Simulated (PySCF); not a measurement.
**OF and its ions**

PBE; basis O cc-pVDZ, F cc-pVDZ; no relativity; PySCF 2.14. Neutral (UKS): doublet (π ↑), Re = 1.365 Å, ωe = 1070 cm⁻¹, De = 3.16 eV, HOMO -6.51 eV, LUMO -6.04 eV.

OF⁺ (UKS): triplet (π ↑↑), Re = 1.247 Å, ωe = 1310 cm⁻¹, De = 4.62 eV to O⁺ + F. The energies at the minima are -174.72230 hartree for OF and -174.26910 for OF⁺.

**Question.** Work out the adiabatic ionisation energy, without and with harmonic zero-point energies (1 hartree = 27.2114 eV, 1 eV = 8065.5 cm⁻¹), and the change of the bond length.

**Answer.** At PBE: 0.45320 hartree = 12.332 eV between the minima; the zero-point term (1310.0 − 1070.0)/2 cm⁻¹ = +0.015 eV makes it 12.347 eV. Re changes by -11.8 pm against the neutral. The electron leaves a π orbital, and the shorter bond of the ion fits an antibonding orbital, or a change in how ionic the bond is.

For an ion De counts to the pair picked by the measured ionisation energies or electron affinities, which need not be the lowest pair at this level. States were picked by a PBE0 search and need not be the measured ground states.
